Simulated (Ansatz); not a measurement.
# Al₂HO+ (quintet): wave-function methods side by side, cc-pVTZ

How much of the correlation energy of Al₂HO+ (quintet) does each wave-function method recover here?

Computed with Ansatz 0.2.0, Gaussian basis. Level: cc-pVTZ, core rule «outside noble gas», up to 11 orbitals frozen.

The runs, in order: UHF; CCSD(T) on ROHF; CCSD(T) on UHF; BCCD(T) on ROHF; CCSDT(Q) on ROHF; CCSDT(Q) on UHF.

7 further runs of the same task are left out: 2 for a known fault of the program, 5 set aside as unsound or not needed.

## 1. The system

The geometry is a PBE0/def2-TZVP stationary point (not a proven minimum) of the parent state, kept for this charge and spin.

4 atoms, charge 1, spin multiplicity 5.

Atoms are counted from 1 here; the program's logs count them from 0.

Bond lengths: Al1–Al2 2.344 Å, Al2–O3 1.647 Å, O3–H4 0.946 Å. Angles: Al1–Al2–O3 180.0°, Al2–O3–H4 180.0°.

## 2. UHF

in.yaml

```yaml
crystal:
  periodic: [false, false, false]
  atoms:
    - {symbol: Al, position_ang: [0.000000, 0.000000, -2.818500]}
    - {symbol: Al, position_ang: [0.000000, 0.000000, -0.474100]}
    - {symbol: O, position_ang: [0.000000, 0.000000, 1.173400]}
    - {symbol: H, position_ang: [0.000000, 0.000000, 2.119200]}
basis:
  gaussian: {orbitals: cc-pVTZ}
total_charge: 1
magnetization: {spin_polarized: true, initial_magnetization: 4}
hamiltonian: {xc: hf}
output: {orbitals: {seedname: orbitals}}
```

Command:

```sh
ansatz run in.yaml --threads 1 --pin off --events-out ev --progress --plain --max-ram 2560MiB --backend cpu
```

Further steps of the session: CCSD(T) on ROHF; CCSD(T) on UHF; BCCD(T) on ROHF; CCSDT(Q) on ROHF; CCSDT(Q) on UHF.

**Question.** What will the summary of the whole plan be? Wanted: UCCSDT(Q) from the RHF energy; RMP2 from UCCSDT(Q); UMP2 from UCCSDT(Q); RCCSD from UCCSDT(Q); RCCSD(T) from UCCSDT(Q); UCCSD(T) from UCCSDT(Q); RCCSDT(Q) from UCCSDT(Q); T1 diagnostic.

The runs gave:

| quantity | value |
| --- | --- |
| UCCSDT(Q) from the ROHF energy | -8.5764 eV |
| RMP2 from UCCSDT(Q) | +14.28 kcal/mol |
| UMP2 from UCCSDT(Q) | +14.15 kcal/mol |
| RCCSD from UCCSDT(Q) | +7.50 kcal/mol |
| RCCSD(T) from UCCSDT(Q) | +0.74 kcal/mol |
| UCCSD(T) from UCCSDT(Q) | +0.66 kcal/mol |
| RCCSDT(Q) from UCCSDT(Q) | +0.14 kcal/mol |
| levels within 1 kcal/mol (43 meV) | RCCSD(T), UCCSD(T), BCCD(T), RCCSDT, UCCSDT, RCCSDT(Q) |
| T1 diagnostic | 0.016 |

**Reading.** RCCSD(T) lands +0.74 kcal/mol from the yardstick (0.4 % of the correlation energy). These misses are within one basis, not against nature; the frozen cores of restricted and unrestricted runs differ, which can shift their rows.
